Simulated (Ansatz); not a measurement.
SbH₂⁺, triplet along the angle H2-Sb1-H3

Starting geometry (PBE0/def2-TZVP stationary point for this spin, not checked as a minimum):

```json
{"atom": "Sb", "x (Å)": "0.0000", "y (Å)": "-0.0136", "z (Å)": "0.0000"}
{"atom": "H", "x (Å)": "0.0000", "y (Å)": "0.8237", "z (Å)": "-1.4688"}
{"atom": "H", "x (Å)": "0.0000", "y (Å)": "0.8237", "z (Å)": "1.4688"}
```

From there the angle named below is changed in its plane at fixed bond lengths, both arms turning rigidly about the middle atom; atoms are numbered as listed. Energies are in eV, counted from the starting geometry at the same level.

Basis def2-SVP with its core potentials; Ansatz 0.2.0. Only valence electrons are correlated (noble-gas cores and the filled d shells of p-block atoms frozen). Prefix R: restricted or restricted open-shell reference; prefix U: unrestricted. Active spaces: valence = (6e, 6o) chosen from the atoms' valence shells. No spin–orbit coupling is included; scalar relativity enters through the core potentials alone.

HF rows are the lowest solutions found. Coupled cluster chose its determinant by trial CCSD, here up to 0.09 eV above the lowest Hartree–Fock solution of its kind, and MP2 stands on that determinant too. Runs in a small pair space aren't shown, since their orbitals change along the scan.

Full CI is exact within this basis and frozen core; it isn't the basis-set limit. The frozen core follows each run's orbitals, which can shift R against U totals by a few meV for light atoms and by up to 0.1 eV past Ca.

| angle H2-Sb1-H3 (°) | full CI | unpaired electrons (full CI) | error RHF | error RMP2 | error UMP2 | error BCCD(T) | error UCCSDT | error MRCISD+Q(relaxed) (valence space) |
| --- | --- | --- | --- | --- | --- | --- | --- | --- |
| 66.0 | 1.565 | 2.05 | 0.237 | 0.081 | 0.082 | 0.003 | -0.002 | -0.001 |
| 91.1 | 0.389 | 2.04 | 0.060 | 0.023 | 0.022 | 0.000 | -0.001 | -0.001 |
| 104.3 | 0.109 | 2.03 | 0.015 | 0.007 | 0.006 | 0.000 | -0.001 | 0.000 |
| 120.6 | 0.000 | 2.03 | 0.000 | 0.000 | 0.000 | 0.000 | 0.000 | 0.000 |
| 123.8 | 0.006 | 2.03 | 0.002 | 0.000 | 0.000 | 0.000 | 0.000 | 0.000 |
| 143.7 | 0.220 | 2.04 | 0.047 | 0.014 | 0.013 | 0.001 | 0.001 | 0.000 |
| 158.3 | 0.541 | 2.05 | 0.121 | 0.042 | 0.035 | 0.002 | 0.001 | 0.001 |
| 180.0 | 0.951 | 2.07 | 0.392 | 0.094 | 0.085 | 0.002 | -0.002 | 0.001 |

Unpaired electrons are Σ n²(2−n)² over natural occupations. Errors are those of relative energies. In total energy the starting point itself misses full CI by: RHF 2.472, RMP2 0.630, UMP2 0.614, BCCD(T) 0.017, UCCSDT -0.018, MRCISD+Q(relaxed) (valence space) -0.017 eV.

Spread of the error over the points with a reference, to 180.0 ° (largest less smallest): MRCISD+Q(relaxed) (valence space) 0.002, UCCSDT 0.003, BCCD(T) 0.003, UMP2 0.085, RMP2 0.094, RHF 0.392 eV.
